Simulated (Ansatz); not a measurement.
Gas-phase electronic energies from Ansatz, PBE0-D4/def2-TZVP geometries. CCSD(T)/CBS is the MP2 limit (def2-TZVPP, def2-QZVPP) plus CCSD(T) − MP2 in def2-TZVPP, frozen cores. This one scheme is used for every species. DFT in def2-TZVPP. Open shells (•) are unrestricted, without spin–orbit coupling.

Reaction (homolysis of the C–S bond): `CS[SiH3]` → `[CH3]`• + `[SiH3][S]`•

CCSD(T)/CBS gives +3.41 eV.

Another level gave +3.41 eV. Which?
A. ωB97X-V/def2-TZVPP
B. LDA (SPW92)/def2-TZVPP
C. revPBE-D4/def2-TZVPP
D. CAM-B3LYP/def2-TZVPP

A. ωB97X-V 3.41, CAM-B3LYP 3.15, LDA (SPW92) 4.09, revPBE-D4 3.33 eV.

Largest T1 diagnostic among the species: 0.014.

In def2-TZVPP, CCSD(T) changes the Hartree–Fock value by +1.32 eV (the triples alone add +0.14 eV) and MP2 by +1.55 eV; breaking electron pairs costs correlation energy, which Hartree–Fock lacks. From PBE to PBE0 (25 % exact exchange), in def2-TZVPP and without D4, ΔE moves by −0.06 eV: exact exchange takes away binding that semilocal exchange gives to molecules.
